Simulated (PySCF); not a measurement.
Species: difluoroacetonitrile, C2HF2N.
Bonds: N1–C2 (triple), C2–C3, C3–F4, C3–F5. Hydrogens: H6 on C3.

The same species was optimised twice, with GFN2-xTB and with PBE0-D3(BJ)/def2-SVP (PySCF), and the same property calculations (PySCF, gas phase) were run on both structures.

```
  coordinate  GFN2-xTB  PBE0-D3(BJ)/def2-SVP  change
   N1≡C2 (Å)     1.140                 1.155  +0.015
   C2–C3 (Å)     1.466                 1.480  +0.014
   C3–F4 (Å)     1.350                 1.339  -0.011
   C3–F5 (Å)     1.350                 1.339  -0.011
   C3–H6 (Å)     1.106                 1.104  -0.002
F4–C3–F5 (°)     107.4                 109.1    +1.7
C2–C3–F4 (°)     110.8                 109.5    -1.3
C2–C3–F5 (°)     110.8                 109.5    -1.3
N1–C2–C3 (°)     179.3                 178.4    -0.9
F5–C3–H6 (°)     108.5                 109.2    +0.7
F4–C3–H6 (°)     108.5                 109.2    +0.7
C2–C3–H6 (°)     110.8                 110.2    -0.6
```

Rotational constants: A = 10085, B = 4106, C = 3101 MHz (GFN2-xTB) against A = 10047, B = 4110, C = 3098 MHz (PBE0-D3(BJ)/def2-SVP). Point groups within 0.08 Å: Cs and Cs.

On the GFN2-xTB structure: HOMO (eV) -10.80 [PBE0/pcSseg-1]; LUMO (eV) -0.70 [PBE0/pcSseg-1]; dipole (D) 2.40 [PBE0/pcSseg-1]; GIAO shielding of N1 (ppm) -50.1 [PBE0/pcSseg-1]; GIAO shielding of C2 (ppm) 70.7 [PBE0/pcSseg-1]; GIAO shielding of C3 (ppm) 80.9 [PBE0/pcSseg-1]; GIAO shielding of F4/F5 (mean) (ppm) 304.9 [PBE0/pcSseg-1].

**Question.** What do these properties become on the PBE0-D3(BJ)/def2-SVP structure?

**Answer.** 
```
                                    property          level  on GFN2-xTB  on PBE0-D3(BJ)/def2-SVP  change
                                   HOMO (eV)  PBE0/pcSseg-1       -10.80                   -10.68   +0.12
                                   LUMO (eV)  PBE0/pcSseg-1        -0.70                    -0.62   +0.08
                                  dipole (D)  PBE0/pcSseg-1         2.40                     2.50   +0.10
energy, GFN2-xTB geometry as zero (kcal/mol)  PBE0/pcSseg-1          0.0                     -0.3    -0.3
                  GIAO shielding of N1 (ppm)  PBE0/pcSseg-1        -50.1                    -53.4    -3.3
                  GIAO shielding of C2 (ppm)  PBE0/pcSseg-1         70.7                     67.3    -3.4
                  GIAO shielding of C3 (ppm)  PBE0/pcSseg-1         80.9                     81.7    +0.8
        GIAO shielding of F4/F5 (mean) (ppm)  PBE0/pcSseg-1        304.9                    308.9    +4.0
```

The heavy atoms differ by 0.013 Å rms after alignment. Among all bonds N1≡C2 and C2–C3 change most and about equally (+0.014 to +0.015 Å). Changes are differences of the printed values. Neither structure is proved a minimum here.
